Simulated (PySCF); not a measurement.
# Adding and removing an electron: LiS

UHF-SCS-MP2; Li 6-311G(d,p), S 6-311G(d,p); no relativity (PySCF 2.14). Neutral (UHF): doublet (π ↑), Re = 2.155 Å, ωe = 586 cm⁻¹, De = 2.78 eV.

LiS⁺ (UHF): triplet (π ↑↑), Re = 2.460 Å, ωe = 361 cm⁻¹, De = 0.84 eV to Li⁺ + S. The energies at the minima are -405.12963 hartree for LiS and -404.86208 for LiS⁺.

Task: Work out the adiabatic ionisation energy, without and with harmonic zero-point energies (1 hartree = 27.2114 eV, 1 eV = 8065.5 cm⁻¹), and the change of the bond length.

Result: At UHF-SCS-MP2: 0.26755 hartree = 7.280 eV between the minima; the zero-point term (361.0 − 586.0)/2 cm⁻¹ = -0.014 eV makes it 7.266 eV. Re changes by +30.5 pm against the neutral. The electron leaves a π orbital, and the longer bond of the ion fits a bonding orbital, or a change in how ionic the bond is.

Correlated steps freeze 5 core orbitals. For an ion De counts to the pair picked by the measured ionisation energies or electron affinities, which need not be the lowest pair at this level. States were picked by a PBE0 search and need not be the measured ground states.
